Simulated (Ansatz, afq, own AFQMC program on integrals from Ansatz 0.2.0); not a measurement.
Two steps: Ansatz 0.2.0 writes the Fock matrix and Cholesky factors of the valence space, and afq projects on them the lowest state that overlaps trial and start.

```yaml
crystal:
  periodic: [false, false, false]
  atoms:
    - {symbol: N, position_ang: [0.000000, -0.123151, -0.624976]}
    - {symbol: C, position_ang: [0.000000, 0.059956, 0.622305]}
    - {symbol: H, position_ang: [0.000000, -0.809947, 1.281846]}
    - {symbol: H, position_ang: [0.000000, 1.040239, 1.112909]}
    - {symbol: H, position_ang: [0.000000, 0.766609, -1.125303]}
basis:
  gaussian: {orbitals: cc-pVDZ}
magnetization: {spin_polarized: false}
correlation: {method: ccsd_t, electrons: outside_noble_gas, hamiltonian_folder: ham}
```

```sh
$ ansatz run in.yaml --threads 1 --pin off --events-out ev --progress --plain --max-ram 1382MiB
```

Options of the walk:

```
--method phaseless --trial cisd --walkers 60 --populations 1 --least-time 40 --time-step 0.005 --steps-per-block 50 --equilibration-blocks 28 --max-blocks 300 --target-error 0.00042 --factor-cut 1e-05 --seed 7121 --release-times 0.24,0.51,0.99,1.62,2.4 --release-step 0.03 --release-every 4 --taylor-order 6
```

Times are imaginary, in 1/Eh. The walk had a cap of 733 s.

Output of the walk:

```
orbitals 41  electrons 6 6  factors 330 of 396
reference energy -94.03940024 Eh
CCSD correlation -0.32412828 Eh in 10 cycles, weight of the determinant in the CISD state 0.8838
energy of the start -94.363528 Eh
 block  time / (1/Eh)  mean weight  energy / Eh
     1     0.250  1.0026  -94.359177
     2     0.500  0.9978  -94.365051
     3     0.750  1.0006  -94.374427
     4     1.000  0.9975  -94.368105
     5     1.250  1.0010  -94.373696
     9     2.250  1.0005  -94.378624
    33     8.250  0.9980  -94.368050
    65    16.250  1.0008  -94.385405
    97    24.250  1.0026  -94.387431
   129    32.250  0.9992  -94.384912
   153    38.250  0.9984  -94.392371
   161    40.250  0.9977  -94.382241
   193    48.250  1.0012  -94.371644
   225    56.250  0.9968  -94.380045
   241    60.250  0.9997  -94.366725
   257    64.250  1.0032  -94.373315
   289    72.250  1.0023  -94.374003
   321    80.250  1.0022  -94.370127
blocks merged  error / Eh  count
     1  0.000399  300
     2  0.000481  150
     4  0.000564  75
     8  0.000661  37
    16  0.000760  18
    32  0.000857  9
released: time / (1/Eh)  energy / Eh  error  mean overlap
  0.24  -94.374566  0.000678  1.0073
  0.51  -94.374718  0.000721  1.0131
  0.99  -94.375419  0.001089  1.0221
  1.62  -94.374525  0.000676  1.0349
  2.40  -94.374652  0.000837  1.0392
energy -94.375368 +/- 0.000760 Eh
(rows thinned)
```

The run passed its tests (sampling time, drift between the halves within three errors, error under three times the target), which doesn't prove that it has relaxed. The second half of the sampling lies above the first by 2.6 errors of their difference, so the energy may still be moving and its error bar be too small.

Against this walk (error 20.7 meV) on the same determinant: CCSD(T) 40.0 meV higher (within the noise), CCSDT(Q) 3.6 meV higher (within the noise). The error is statistical and leaves out the bias of the constraint. Released to 2.40 1/Eh the energy moves by 19 ± 31 meV (both errors), within twice the noise.

Cautions: constraint bias not in the error; error above the target (20.7 against 11.4 meV).

The walk took 4.7 min on 1 thread of Arm Neoverse V2, on a shared host. The log's last line is the phaseless energy.

CCSDT and higher add their correlation energy to the determinant of the CCSD(T) run, since their own runs factorise the integrals more tightly (a shift of under 2 meV). A walk keeps the symmetry of its determinant, which the program's search chose and which needn't be the lowest solution, so a lower state of the same spin and another symmetry isn't excluded.
